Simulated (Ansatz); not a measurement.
in.yaml

```yaml
crystal:
  periodic: [false, false, false]
  atoms:
    - {symbol: As, position_ang: [0.000000, -0.031842, 0.000000]}
    - {symbol: H, position_ang: [0.000000, 1.183419, -1.230321]}
    - {symbol: H, position_ang: [0.000000, 1.183410, 1.230329]}
basis:
  gaussian: {orbitals: cc-pVDZ}
magnetization: {spin_polarized: false, initial_magnetization: 1}
correlation: {method: fic_mrcisd_q_relaxed, electrons: outside_noble_gas, active_space: {window: {electrons: 3, orbitals: 7}}}
```

```sh
$ ansatz run in.yaml --threads 1 --pin off --events-out ev --progress --plain --max-ram 2393MiB
```

The program prints:

```
417 factors; integrals over basis functions are off by at most 8.6e-4 eV
mean field evaluation 1: about -60824.8977 eV, gradient 6.0e0 eV
mean field evaluation 2: about -60824.8982 eV, gradient 6.0e0 eV
mean field evaluation 4: about -60825.1402 eV, gradient 4.7e-1 eV
mean field evaluation 8: about -60825.1409 eV, gradient 2.0e-6 eV
mean field -60825.14093033 eV, -2235.2827004284 hartree, gradient 5.8e-7 eV, S^2 0.750000; 0 other end points of the search recorded, 0 dependent functions left out
reference -60825.14093033 eV, -2235.2827004284 hartree; 18, 17 occupied and 19, 20 virtual orbitals, 417 factors
state -60826.05039139 eV, -2235.3161225058 hartree
contracted CI cycle   1: correlation -0.00000000 eV, -0.0000000000 hartree, residual 1.14e1 eV
contracted CI cycle   2: correlation -2.40776548 eV, -0.0884837493 hartree, residual 2.64e0 eV
contracted CI cycle   3: correlation -2.58708236 eV, -0.0950735232 hartree, residual 1.20e0 eV
contracted CI cycle   4: correlation -2.62253562 eV, -0.0963764064 hartree, residual 5.31e-1 eV
contracted CI cycle   5: correlation -2.62927203 eV, -0.0966239648 hartree, residual 2.06e-1 eV
contracted CI cycle   6: correlation -2.63029417 eV, -0.0966615280 hartree, residual 7.66e-2 eV
contracted CI cycle   7: correlation -2.63046013 eV, -0.0966676270 hartree, residual 3.47e-2 eV
contracted CI cycle   8: correlation -2.63049214 eV, -0.0966688032 hartree, residual 1.47e-2 eV
contracted CI cycle   9: correlation -2.63049733 eV, -0.0966689939 hartree, residual 5.71e-3 eV
contracted CI cycle  10: correlation -2.63049807 eV, -0.0966690211 hartree, residual 1.95e-3 eV
contracted CI cycle  11: correlation -2.63049816 eV, -0.0966690244 hartree, residual 6.98e-4 eV
state -60826.05039139 eV, -2235.3161225058 hartree; corrected -60828.87080662 eV, -2235.4197708537 hartree
Total energy: -60828.87080662 eV, -2235.4197708537 hartree
```

Natural occupations: 1.9558 0.9957 0.0193 0.0136 0.0072 0.0049 0.0037.

Ran on 1 thread of Arm Neoverse V1, shared host: 3.1 s wall, 0.13 GiB peak host memory.
